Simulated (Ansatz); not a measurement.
Compare A (`CCOCF`) with its isomer B (`CC(F)CO`).

Calculated with Ansatz (gas phase, PBE0-D4/def2-TZVP geometries, no zero-point term in ΔE). CCSD(T)/CBS adds triple-zeta CCSD(T) − MP2 to the extrapolated MP2 energy (def2 sets, frozen cores). Functionals use def2-TZVPP. B3LYP here is the variant with VWN-RPA as its local correlation; programs differ in this. Each species was taken in one conformer, which may not be the lowest.

Which is lower in electronic energy at CCSD(T)/CBS, and by how much? (Estimate.)

The calculation gave: B, by 26.1 kJ/mol.

Give E(B) − E(A) in kJ/mol with r2SCAN-D4, ωB97M-V, B3LYP-D4, CCSD(T)/def2-SVP, PBE-D4, B3LYP, B2PLYP. (Best estimate.)

The calculation gave: r2SCAN-D4 -21.5, ωB97M-V -23.7, B3LYP-D4 -18.7, CCSD(T)/def2-SVP -16.4, PBE-D4 -20.4, B3LYP -17.1, B2PLYP -19.4. None reverses the order clearly.

Does the order hold for the free energy at 298.15 K (harmonic terms from PBE0-D4)? (An estimate is asked.)

Ansatz gave: Yes: G(B) − G(A) = -25.3 kJ/mol, for one conformer each.

Largest T1 diagnostic: 0.011.

At CCSD(T), def2-SVP lies +9.7 kJ/mol from the extrapolated value and def2-TZVPP +3.6 kJ/mol. From BLYP to BHLYP (50 % exact exchange), in def2-TZVPP and without D4, E(B) − E(A) moves by −4.2 kJ/mol.
